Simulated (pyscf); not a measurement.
Thermochemistry of product channels of BiH₃ + silylene (SiH₂) [singlet] on the singlet surface, in kJ/mol, from ωB97M-D3(BJ)/def2-TZVP energies (ideal gas, 1 atm, RRHO with modes under 100 cm⁻¹ raised to 100, one conformer, R ln 2 for chiral ones without a mode under 150 cm⁻¹). Structures and frequencies: ωB97X-D3(BJ)/def2-SVP in PySCF.

| products | ΔE | ΔH(298 K) | ΔG(900 K) | ΔG(1200 K) |
|---|---|---|---|---|
| H₂Si=BiH + hydrogen (H₂) | -139.5 | -133.0 | -115.4 | -111.9 |
| H₃Si–BiH₂ | -264.3 | -249.4 | -130.5 | -93.3 |

These are energies of the channels, which say nothing of barriers. Elements past Kr carry the def2 core potentials, without spin-orbit coupling.
